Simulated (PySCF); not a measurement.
Species: H₃SSi (doublet state).
Geometry (PBE0-D3(BJ)/def2-SVP, Å), atoms numbered from 1 in this order:
```xyz
5
H3SSi angstrom
Si    -0.6438    0.0300    0.3757
S      1.2594   -0.7497   -0.2326
H     -1.6432   -0.9764   -0.0970
H     -0.9195    1.3686   -0.2441
H      1.9643    0.3331    0.1636
```

As a line formula: `[SiH2]S` [radical].

Level of theory: PySCF 2.14.0, UKS B3LYP, IGLO-III on S Si, pcH-1 on H, non-relativistic, mean-field spin-orbit, GIAO. One conformer (not necessarily the lowest) at the PBE0-D3(BJ)/def2-SVP geometry, without solvent, vibrations or thermal averaging.

Principal values of hyperfine tensors in MHz (contact, dipolar and spin–orbit terms together), for some of the nuclei:

```
atom  isotope       A1       A2       A3
 Si1     29Si  -744.68  -525.37  -522.41
  H4       1H   109.78   117.63   124.45
  S2      33S   -12.67   -10.04    39.62
  H5       1H    -0.35     2.89     8.73
```

(1) Split each tensor into its isotropic and traceless parts, and turn a_iso into mT with g = 2.0055.

(2) What spin density at the nucleus of H4 lies behind its contact coupling (g_N = 5.58569)?

(3) H3 (1H, g_N = 5.58569) isn't in the table. Its spin density at the nucleus is 0.01208 bohr⁻³. What is its contact coupling?

(4) Name the largest traceless tensor T of the table and describe it.

Answers

(1) a_iso = (A1 + A2 + A3)/3, Ti = Ai − a_iso; 1 mT corresponds to 28.070 MHz. The tensors hold a spin–orbit part: the run splits a_iso into a_FC + a_SO, and T includes its anisotropic share.

| atom | a_iso (MHz) | a_FC | a_SO | a_iso (mT) | T1 | T2 | T3 |
| --- | --- | --- | --- | --- | --- | --- | --- |
| Si1 | -597.48 | -598.28 | 0.80 | -21.286 | -147.19 | 72.12 | 75.08 |
| H4 | 117.28 | 117.24 | 0.04 | 4.178 | -7.51 | 0.34 | 7.16 |
| S2 | 5.64 | 5.72 | -0.08 | 0.201 | -18.30 | -15.68 | 33.98 |
| H5 | 3.76 | 3.69 | 0.06 | 0.134 | -4.11 | -0.86 | 4.97 |

(2) a_FC = (2μ0/3) gₑ μB g_N μN ρ(0)/(2S·h) = 800.24 MHz × g_N × ρ(0)/(2S), with ρ in bohr⁻³. With a_FC = 117.24 MHz and 2S = 1, ρ(0) = 0.02623 bohr⁻³. In magnitude that is 8.2 % of the 1/π = 0.318 of a free hydrogen atom.

(3) By the same relation, a_FC = 54.0 MHz. Its full tensor has the principal values 46.47, 53.62, 61.96 MHz.

(4) Si1: -147.2, 72.1, 75.1 MHz (the dipolar term alone has -146.5, 71.8, 74.6), nearly axial, close to the ratio +1:+1:−2, the form that spin in one p orbital centred on that nucleus gives (the nuclear moment is negative).
